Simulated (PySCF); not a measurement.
Bonding in 4-methylthiazole

Compound: 4-methylthiazole, C4H5NS.
Atom-mapped SMILES: `[CH3:1][c:2]1[cH:3][s:4][cH:5][n:6]1` (hydrogens: H7, H8, H9 on C1; H10 on C3; H11 on C5)

Cartesian coordinates in Å at the GFN2-xTB level; atoms count from 1:
```xyz
11
C4H5NS angstrom
C     -1.667   -0.101    0.014
C     -0.182    0.006    0.001
C      0.549    1.145    0.148
S      2.235    0.808    0.070
C      1.822   -0.864   -0.157
N      0.569   -1.117   -0.169
H     -2.119    0.876    0.158
H     -2.012   -0.525   -0.927
H     -1.981   -0.768    0.814
H      0.205    2.149    0.296
H      2.586   -1.606   -0.273
```

Bond orders from the PBE0/pcSseg-1 density (PySCF). Geometry: GFN2-xTB; no solvent, vibrations or thermal averaging.

Where do the orders between heavy atoms depart from those drawn in the SMILES?

The largest departure is 0.355, at S4–C5 (drawn aromatic, 1.145), counting aromatic bonds as 1.5. The bonds drawn aromatic range from 1.15 to 1.70.

Give the Mayer order of every bond, beside its length.

| bond | drawn as | length (Å) | Mayer order |
| --- | --- | --- | --- |
| C1–C2 | single | 1.489 | 1.072 |
| C2–C3 | aromatic | 1.362 | 1.521 |
| C3–S4 | aromatic | 1.721 | 1.190 |
| S4–C5 | aromatic | 1.737 | 1.145 |
| C5–N6 | aromatic | 1.278 | 1.698 |
| N6–C2 | aromatic | 1.361 | 1.260 |
| C1–H7 | single | 1.086 | 0.960 |
| C1–H8 | single | 1.088 | 0.943 |
| C1–H9 | single | 1.088 | 0.943 |
| C3–H10 | single | 1.071 | 0.963 |
| C5–H11 | single | 1.071 | 0.954 |

Bonds between the same two heavy elements. C–C: lowest C1–C2 (1.072, 1.489 Å), highest C2–C3 (1.521, 1.362 Å). C–S: lowest S4–C5 (1.145, 1.737 Å), highest C3–S4 (1.190, 1.721 Å). C–N: lowest N6–C2 (1.260, 1.361 Å), highest C5–N6 (1.698, 1.278 Å).

Sum the orders of all bonds at each heavy atom with more than one neighbour and set the sums beside the valence in the SMILES.

C1 3.918 (drawn 4), C2 3.853 (drawn 4), C3 3.674 (drawn 4), S4 2.335 (drawn 2), C5 3.797 (drawn 4), N6 2.958 (drawn 3). Orders between atoms that aren't bonded are not in these sums.

For a closed shell the Mayer order of atoms A and B is Σ (PS)μν (PS)νμ over the basis functions μ on A and ν on B, with P the density and S the overlap matrix.

The run behind these numbers computed NMR shieldings as well. The run took 14 s wall on one thread of an x86-64 server, on a shared host.
